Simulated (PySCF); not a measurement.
# C₅H₁₁Cl: excited states, first hyperpolarisability

What do calculations give for the excited states, first hyperpolarisability of C₅H₁₁Cl (`CC(C)CCCl`)?

Computed with PySCF 2.14.0 and routines of our own; the level stands in each step. Atoms count from 0.

### 1 The system as given

17 atoms, charge 0, multiplicity 1; geometry from: GFN2-xTB.

### 2 Geometry optimisation at PBE0-D3(BJ)/def2-SVP

Job settings and geometry (Å):

```
{"job": {"xc": "PBE0", "basis": "def2-SVP", "d3": "d3bj", "grid": 2, "kind": "geom"}, "charge": 0, "multiplicity": 1}
C     -0.642316     1.068846     0.981653
C     -0.504341     0.162834    -0.239430
C     -1.746098    -0.716254    -0.375156
C      0.744277    -0.723076    -0.151327
C      2.059337     0.035701    -0.213696
Cl     2.239853     0.896718    -1.769290
H     -1.568927     1.634555     0.922650
H     -0.660599     0.476543     1.894605
H      0.178204     1.778239     1.044353
H     -0.420011     0.787263    -1.134483
H     -1.681624    -1.347224    -1.258659
H     -2.638536    -0.100929    -0.460104
H     -1.853704    -1.356822     0.498073
H      0.727984    -1.276726     0.791362
H      0.720533    -1.448884    -0.966844
H      2.905616    -0.647740    -0.142523
H      2.133357     0.788987     0.568907
```

On the command line:

```
$ OMP_NUM_THREADS=1 python excited_run.py task.json out
```

The driver reads the jobs from task.json and runs them one after another.

Output:

```text
step   0  E = -656.69537596  max force = 0.015795
step   1  E = -656.69705922  max force = 0.002194
step   2  E = -656.69711506  max force = 0.000507
step   3  E = -656.69714818  max force = 0.000652
step   4  E = -656.69720532  max force = 0.001585
step   5  E = -656.69724244  max force = 0.001576
step   6  E = -656.69725894  max force = 0.000780
step   7  E = -656.69726671  max force = 0.000158
optimisation converged
```

Wall time 69 s (1 thread of Arm Neoverse V1, shared host); peak memory 0.72 GiB.

The steps of the relaxation:

```csv
step,energy from step 0 (eV),largest force component (eV/Å)
0,0.0000,0.8122
1,-0.0458,0.1128
2,-0.0473,0.0261
3,-0.0482,0.0335
4,-0.0498,0.0815
5,-0.0508,0.0810
6,-0.0512,0.0401
7,-0.0514,0.0081
```

Close pairs (by a distance rule), those that changed most:

| bond | before (Å) | after (Å) | change (Å) |
| --- | --- | --- | --- |
| C0–H7 | 1.088 | 1.104 | +0.015 |
| C2–H12 | 1.088 | 1.103 | +0.015 |
| C0–H8 | 1.086 | 1.101 | +0.014 |
| C2–H10 | 1.088 | 1.101 | +0.014 |
| C0–H6 | 1.087 | 1.101 | +0.014 |
| C2–H11 | 1.087 | 1.101 | +0.014 |
| C3–H13 | 1.093 | 1.107 | +0.013 |
| C3–H14 | 1.092 | 1.103 | +0.011 |

The end geometry stands in the next job.

```
                         at the end point                value
  point group (found at 0.08 Å tolerance)                   C1
rotational constants (GHz, main isotopes)  4.960, 1.419, 1.358
                        dipole moment (D)                 1.78
```

### 3 Excited states: TDA wB97X-D/def2-TZVPD

Job settings and geometry (Å):

```
{"job": {"kind": "states", "xc": "wB97X-D", "basis": "def2-TZVPD", "tda": true, "soc": true, "nstates": 6, "ntriplets": 5, "nquad": 4}, "charge": 0, "multiplicity": 1}
C     -0.618613     1.537568     0.677985
C     -0.541251     0.547887    -0.478420
C     -1.774795    -0.345274    -0.527914
C      0.725557    -0.308255    -0.432577
C      2.036876     0.445364    -0.375776
Cl     2.243482     1.564977    -1.762589
H     -1.554972     2.115005     0.636746
H     -0.592324     1.017701     1.651129
H      0.209543     2.262031     0.653719
H     -0.500883     1.129494    -1.416425
H     -1.734852    -1.041485    -1.380393
H     -2.695189     0.250944    -0.624756
H     -1.864959    -0.948545     0.391359
H      0.692803    -0.959594     0.461683
H      0.738653    -0.981607    -1.306025
H      2.890716    -0.244952    -0.403267
H      2.121343     1.057676     0.532474
```

Level: TDA wB97X-D/def2-TZVPD excited states, vertical, gas phase, spin-orbit mean-field couplings.

Output:

```text
coarse grid: 13880 points
cycle   1  E = -657.3577122459  dE =  5.359e-01  |g| = 3.355e-01  |ddm| = 4.433e+00
cycle   2  E = -657.3737241100  dE = -1.601e-02  |g| = 2.779e-01  |ddm| = 2.222e+00
cycle   3  E = -657.3911682828  dE = -1.744e-02  |g| = 3.503e-02  |ddm| = 5.081e-01
cycle   4  E = -657.3914662347  dE = -2.980e-04  |g| = 1.578e-02  |ddm| = 1.580e-01
cycle   5  E = -657.3915288537  dE = -6.262e-05  |g| = 3.340e-03  |ddm| = 6.016e-02
cycle   6  E = -657.3915326314  dE = -3.778e-06  |g| = 1.048e-03  |ddm| = 1.323e-02
final grid: 126880 points
cycle   7  E = -657.3846021764  dE = -2.174e-04  |g| = 5.966e-03  |ddm| = 8.874e-01
cycle   8  E = -657.3846064181  dE = -4.242e-06  |g| = 4.664e-03  |ddm| = 9.593e-02
cycle   9  E = -657.3846113212  dE = -4.903e-06  |g| = 6.553e-04  |ddm| = 1.509e-02
cycle  10  E = -657.3846114312  dE = -1.100e-07  |g| = 2.726e-04  |ddm| = 8.268e-03
cycle  11  E = -657.3846114496  dE = -1.830e-08  |g| = 5.418e-05  |ddm| = 1.257e-03
cycle  12  E = -657.3846114505  dE = -9.195e-10  |g| = 1.510e-05  |ddm| = 4.194e-04
converged SCF energy = -657.3846114505

Singlet excitations
state   eV       nm        f     d(h-e)  d(exc)  Lambda  PR(NTO)  |dmu|/D   mu/D   main configurations
  1   7.3551   168.6   0.00350   0.090   2.593   0.350   1.020    0.809    2.729   H->L+1 0.49, H->L+4 0.16, H-1->L+1 0.08
  2   7.4352   166.8   0.00431   0.116   2.608   0.345   1.021    1.019    2.911   H-1->L+1 0.51, H-1->L+4 0.16, H->L+1 0.08
  3   7.9193   156.6   0.02335   0.752   3.536   0.259   1.031    3.966    4.902   H->L 0.55, H->L+2 0.19, H-1->L 0.09
  4   8.0189   154.6   0.04632   0.743   3.563   0.247   1.024    4.010    5.085   H-1->L 0.55, H-1->L+2 0.20, H->L 0.10
  5   8.6598   143.2   0.00797   0.323   3.862   0.221   1.196                     H->L+3 0.64, H->L+5 0.08
  6   8.6962   142.6   0.02465   0.471   3.871   0.267   1.917                     H-1->L+3 0.18, H->L+2 0.16, H->L+3 0.15

Triplet excitations (Tamm-Dancoff)
state   eV     d(h-e)  d(exc)  Lambda  PR(NTO)   main configurations
  1   6.6767   0.273   2.342   0.349   1.008   H->L+1 0.34, H->L+4 0.17, H-1->L+1 0.11
  2   6.7343   0.277   2.355   0.345   1.007   H-1->L+1 0.35, H-1->L+4 0.17, H->L+1 0.10
  3   7.8398   0.784   3.516   0.260   1.044   H->L 0.59, H->L+2 0.22
  4   7.9343   0.703   3.531   0.246   1.034   H-1->L 0.60, H-1->L+2 0.21
  5   8.5244   0.319   3.768   0.260   1.979   H-1->L+3 0.27, H->L+3 0.17, H->L+6 0.09
S1 - T1 = 0.6784 eV

Spin-orbit couplings |<S|Hso|T>| (cm-1)
             T1       T2       T3       T4       T5
S0      211.139  212.925   22.209   32.341   34.296
S1       31.801  256.275    4.910   12.800   22.863
S2      256.189   32.488   17.131    4.010   20.203
S3        6.969    2.120   32.205  243.953    9.128
S4        8.786    5.956  243.867   33.204    6.928
S5       31.420    6.067   17.627   19.073   85.086
S6       19.150   26.380   21.515   15.042   80.774
T1 sublevels (cm-1): 0.000 1.479 108.727   radiative rates (1/s): 18 4.41e+03 1.24e+04
```

Run time: 78 s. Hardware: 1 thread of Arm Neoverse V1, shared host; peak memory 1.2 GiB.

In short:

```
  quantity    value
S1 less T1  0.68 eV
```

### 4 Excited states: TDDFT CAM-B3LYP/def2-TZVPD

Settings changed since step 3:

```diff
@@ -1,2 +1,2 @@
-{"job": {"kind": "states", "xc": "wB97X-D", "basis": "def2-TZVPD", "tda": true, "soc": true, "nstates": 6, "ntriplets": 5, "nquad": 4}, "charge": 0, "multiplicity": 1}
+{"job": {"kind": "states", "xc": "CAM-B3LYP", "basis": "def2-TZVPD", "tpa": true, "nstates": 8, "nquad": 6, "ntriplets": 0}, "charge": 0, "multiplicity": 1}
 C     -0.618613     1.537568     0.677985
```

Method: TDDFT CAM-B3LYP/def2-TZVPD excited states, vertical, gas phase, two-photon moments by quadratic response.

Output:

```text
coarse grid: 13880 points
cycle   1  E = -657.3152278820  dE =  4.805e-01  |g| = 3.605e-01  |ddm| = 3.845e+00
cycle   2  E = -657.3274763805  dE = -1.225e-02  |g| = 3.245e-01  |ddm| = 1.836e+00
cycle   3  E = -657.3518483313  dE = -2.437e-02  |g| = 3.933e-02  |ddm| = 5.173e-01
cycle   4  E = -657.3521491364  dE = -3.008e-04  |g| = 1.998e-02  |ddm| = 1.157e-01
cycle   5  E = -657.3522423493  dE = -9.321e-05  |g| = 3.894e-03  |ddm| = 4.615e-02
cycle   6  E = -657.3522463231  dE = -3.974e-06  |g| = 1.332e-03  |ddm| = 1.129e-02
final grid: 126880 points
cycle   7  E = -657.3440496209  dE = -5.615e-05  |g| = 5.648e-03  |ddm| = 3.582e-01
cycle   8  E = -657.3440498503  dE = -2.294e-07  |g| = 5.458e-03  |ddm| = 3.219e-02
cycle   9  E = -657.3440568233  dE = -6.973e-06  |g| = 4.252e-04  |ddm| = 1.023e-02
cycle  10  E = -657.3440568606  dE = -3.731e-08  |g| = 2.236e-04  |ddm| = 2.091e-03
cycle  11  E = -657.3440568725  dE = -1.192e-08  |g| = 3.938e-05  |ddm| = 5.873e-04
cycle  12  E = -657.3440568729  dE = -4.389e-10  |g| = 1.067e-05  |ddm| = 1.597e-04
converged SCF energy = -657.3440568729

Singlet excitations
state   eV       nm        f     d(h-e)  d(exc)  Lambda  PR(NTO)  |dmu|/D   mu/D   delta(TPA)   sigma/GM   main configurations
  1   7.2143   171.9   0.00365   0.151   2.650   0.357   1.024    0.621    2.466        1.94      0.037   H->L+1 0.46, H->L+4 0.17, H->L+10 0.10
  2   7.2892   170.1   0.00425   0.172   2.662   0.343   1.025    0.848    2.653        5.93      0.115   H-1->L+1 0.47, H-1->L+4 0.17, H-1->L+10 0.10
  3   7.7388   160.2   0.01937   0.722   3.591   0.264   1.030    3.423    4.220       28.78      0.631   H->L 0.59, H->L+2 0.26
  4   7.8360   158.2   0.03851   0.734   3.605   0.252   1.023    3.431    4.286       19.58      0.441   H-1->L 0.58, H-1->L+2 0.27
  5   8.4614   146.5   0.00192   0.666   3.946   0.241   1.285    1.564    1.845       22.54      0.591   H->L+3 0.55, H->L+2 0.10, H->L+5 0.10
  6   8.4911   146.0   0.03357   0.742   4.026   0.279   1.451    2.461    3.040       33.98      0.898   H->L+3 0.27, H->L+1 0.14, H->L+2 0.13
  7   8.5489   145.0   0.03472   0.648   3.919   0.248   1.263                                            H-1->L+3 0.74
  8   8.5846   144.4   0.01893   1.243   4.036   0.334   1.397                                            H->L+4 0.32, H->L+1 0.15, H->L 0.11
```

Run time: 1.8 min. Hardware: 1 thread of Arm Neoverse V1, shared host; peak memory 1.4 GiB.

### 5 First hyperpolarisability: quadratic response CAM-B3LYP/def2-TZVPD

Settings changed since step 4:

```diff
@@ -1,2 +1,2 @@
-{"job": {"kind": "states", "xc": "CAM-B3LYP", "basis": "def2-TZVPD", "tpa": true, "nstates": 8, "nquad": 6, "ntriplets": 0}, "charge": 0, "multiplicity": 1}
+{"job": {"kind": "beta", "xc": "CAM-B3LYP", "basis": "def2-TZVPD"}, "charge": 0, "multiplicity": 1}
 C     -0.618613     1.537568     0.677985
```

Method: quadratic response CAM-B3LYP/def2-TZVPD first hyperpolarisability, Taylor convention, gas phase.

Output:

```text
coarse grid: 13880 points
cycle   1  E = -657.3152278820  dE =  4.805e-01  |g| = 3.605e-01  |ddm| = 3.845e+00
cycle   2  E = -657.3274763805  dE = -1.225e-02  |g| = 3.245e-01  |ddm| = 1.836e+00
cycle   3  E = -657.3518483313  dE = -2.437e-02  |g| = 3.933e-02  |ddm| = 5.173e-01
cycle   4  E = -657.3521491364  dE = -3.008e-04  |g| = 1.998e-02  |ddm| = 1.157e-01
cycle   5  E = -657.3522423493  dE = -9.321e-05  |g| = 3.894e-03  |ddm| = 4.615e-02
cycle   6  E = -657.3522463231  dE = -3.974e-06  |g| = 1.332e-03  |ddm| = 1.129e-02
final grid: 126880 points
cycle   7  E = -657.3440496209  dE = -5.615e-05  |g| = 5.648e-03  |ddm| = 3.582e-01
cycle   8  E = -657.3440498503  dE = -2.294e-07  |g| = 5.458e-03  |ddm| = 3.219e-02
cycle   9  E = -657.3440568233  dE = -6.973e-06  |g| = 4.252e-04  |ddm| = 1.023e-02
cycle  10  E = -657.3440568606  dE = -3.731e-08  |g| = 2.236e-04  |ddm| = 2.091e-03
cycle  11  E = -657.3440568725  dE = -1.192e-08  |g| = 3.938e-05  |ddm| = 5.873e-04
cycle  12  E = -657.3440568729  dE = -4.389e-10  |g| = 1.067e-05  |ddm| = 1.597e-04
converged SCF energy = -657.3440568729

Lowest singlets (eV, f): 7.2143 0.0037  7.2892 0.0043  7.7388 0.0194

First hyperpolarisability (au)
process     nm      |vector|   parallel      HRS      DR
static         -       21.79     -12.44      22.18   1.767
shg       1907.0       22.47     -12.78       23.0   1.763
eope      1907.0       22.02     -12.55          -       -
shg       1064.0       24.05     -13.53      24.96   1.753
eope      1064.0       22.52      -12.8          -       -
```

Run time: 77 s. Hardware: 1 thread of Arm Neoverse V1, shared host; peak memory 1.4 GiB.

### 6 What came out

| quantity | value |
| --- | --- |
| point group | C1 |
| rotational constants (main isotopes) | 4.96, 1.42, 1.36 GHz |
| S1 less T1 (step 3, TDA wB97X-D/def2-TZVPD) | 0.68 eV |
| β vector (step 5, quadratic response CAM-B3LYP/def2-TZVPD) | static 22, SHG 1907.0 nm 22, SHG 1064.0 nm 24 au |

**Reading.** Relaxing lowered the energy by 0.051 eV in 7 steps; the close pair that moved most is C0–H7, from 1.088 to 1.104 Å. In step 3, the number of triplets below S1 is 2, and the largest singlet-triplet spin-orbit coupling is S1–T2, 256.27 cm⁻¹. β grows from 22 au (static) to 24 au for doubling at 1064.0 nm: normal dispersion, which grows as twice the photon energy moves toward the bright states.
